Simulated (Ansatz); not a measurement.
A relaxation, step by step

LiH2O (SMILES [Li][OH2+]) (charge +1), singlet, PBE0-D4/def2-SVP (Ansatz 0.2.0). Settings:

```yaml
hamiltonian: {xc: pbe0, dispersion: d4}
relax: {f_tol: 0.05, max_steps: 5, max_displacement: 0.05}
```

Start (the SMILES describes the start alone):

Li1  (-1.128, 0.935, -0.491)
O2  (0.109, -0.100, 0.090)
H3  (0.833, 0.223, 0.652)
H4  (0.206, -1.000, -0.315)
(Å)

```csv
step,energy less the last (meV),largest force component (eV/Å)
1,181.6,1.018
2,61.7,0.602
3,5.3,0.148
4,0.0,0.047
```

Step 2, positions (Å) and forces (eV/Å):

| atom | x | y | z | Fx | Fy | Fz |
| --- | --- | --- | --- | --- | --- | --- |
| Li1 | -1.168 | 0.962 | -0.498 | -0.408 | 0.342 | -0.149 |
| O2 | 0.123 | -0.086 | 0.053 | -0.178 | -0.066 | -0.198 |
| H3 | 0.834 | 0.181 | 0.656 | 0.109 | -0.602 | -0.158 |
| H4 | 0.230 | -0.998 | -0.276 | 0.477 | 0.326 | 0.505 |

Step 3, positions (Å) and forces (eV/Å):

```csv
atom,x,y,z,Fx,Fy,Fz
Li1,-1.205,0.993,-0.510,-0.141,0.123,-0.047
O2,0.120,-0.081,0.040,-0.034,0.085,-0.013
H3,0.841,0.140,0.649,0.029,-0.148,-0.031
H4,0.263,-0.994,-0.245,0.146,-0.060,0.091
```

Last step (4):

```
4
angstrom
Li -1.2233 1.0087 -0.5130
O 0.1251 -0.0776 0.0292
H 0.8407 0.1261 0.6496
H 0.2769 -0.9988 -0.2307
```

The run took about 1.2 s on 2 CPU threads of an Arm Neoverse V2 (shared host).
